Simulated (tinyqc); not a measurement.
Inside a calculation. Method: Pariser-Parr-Pople SCF with singles CI, for the molecule C=CC=C (SMILES; centres numbered as the heavy atoms are written). One step of it, computed by the program tinyqc.

Task: Iteration 1: orbitals and new P. Diagonalise F (the basis is taken as orthonormal) and form P = 2 sum c c over the lowest orbitals; 0.3 of the old P is kept.

F (eV), order 1C, 2C, 3C, 4C:
```
[[-5.345000, -5.923565, 0.000000, 0.829035],
 [-5.923565, -5.345000, -4.157564, 0.000000],
 [0.000000, -4.157564, -5.345000, -5.923565],
 [0.829035, 0.000000, -5.923565, -5.345000]]
```

pi electrons, sum of z_r less the charge = 4

P at the start, order 1C, 2C, 3C, 4C:
```
[[1.000000, 0.894427, 0.000000, -0.447214],
 [0.894427, 1.000000, 0.447214, 0.000000],
 [0.000000, 0.447214, 1.000000, 0.894427],
 [-0.447214, 0.000000, 0.894427, 1.000000]]
```

Give: orbital energies; P after iteration 1.

Result:

orbital energies (eV): [-13.436, -10.108, -0.582, 2.746]

P after iteration 1, order 1C, 2C, 3C, 4C:
```
[[1.000, 0.914, 0.000, -0.406],
 [0.914, 1.000, 0.406, 0.000],
 [0.000, 0.406, 1.000, 0.914],
 [-0.406, 0.000, 0.914, 1.000]]
```
